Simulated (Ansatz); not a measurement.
**ClFHSi radical (SMILES F[SiH]Cl): single points off equilibrium**

The task here is to estimate one member of a computed series from the others.

Method: single points in def2-TZVPP; program: Ansatz 0.2.0, Gaussian basis.

Cores are frozen in the correlated methods. Orbitals are unrestricted.

## The system as given

SMILES `F[SiH]Cl`, 4 atoms, charge 0, spin multiplicity 2.

Atoms are counted from 1 here; the program's logs count them from 0.

Bond lengths: F1–Si2 1.609 Å, Si2–Cl3 2.104 Å, Si2–H4 1.569 Å. Angles: F1–Si2–Cl3 94.8°, F1–Si2–H4 105.8°, Cl3–Si2–H4 101.6°.

Coordinates:

```xyz
4
charge 0, multiplicity 2
F    -0.8585   -0.3563    1.0763
Si   -0.2867   -0.2181   -0.4217
Cl    1.7181   -0.5491    0.1253
H    -0.2774    1.3199   -0.7344
```

Set-up of the first run:

File run/in.yaml:

```yaml
crystal:
  periodic: [false, false, false]
  atoms:
    - {symbol: F, position_ang: [-0.858507, -0.356282, 1.076331]}
    - {symbol: Si, position_ang: [-0.286725, -0.218058, -0.421736]}
    - {symbol: Cl, position_ang: [1.718092, -0.549142, 0.125321]}
    - {symbol: H, position_ang: [-0.277362, 1.319926, -0.734362]}
basis:
  gaussian: {orbitals: def2-TZVPP}
magnetization: {spin_polarized: true, initial_magnetization: 1}
hamiltonian: {xc: pbe, dispersion: d4}
output: {forces: true}
```

On the command line:

```
ansatz run in.yaml --threads 2 --pin off --events-out ev --progress --plain --max-ram 3481MiB
```

Among the steps run: PBE-D4/def2-TZVPP; r2SCAN-D4/def2-TZVPP; PBE0-D4/def2-TZVPP; wB97M-V/def2-TZVPP; CCSD(T)/def2-TZVPP.

One of the session's tables, all rows but one given; the rest of the session is left out.

```
   method  RMS force component (eV/Å)  angle to CCSD(T) forces (°)  dipole (D)
   PBE-D4                       0.684                         19.9        1.83
r2SCAN-D4                       0.833                          2.1        1.98
  PBE0-D4                           ?                            ?           ?
  wB97M-V                       0.819                          4.4        2.14
  CCSD(T)                       0.907                    reference        2.09
```

Q: Estimate the row for PBE0-D4 from the others.

**Answer.** RMS force component (eV/Å): 0.853; angle to CCSD(T) forces (°): 3.5; dipole (D): 2.06. In the column «RMS force component (eV/Å)» it lies between r2SCAN-D4 (0.833) and CCSD(T) (0.907).

To keep in mind: CCSD(T) in triple zeta still lacks some correlation energy of the bonds, so part of these gaps is its own basis error and they don't rank the functionals.
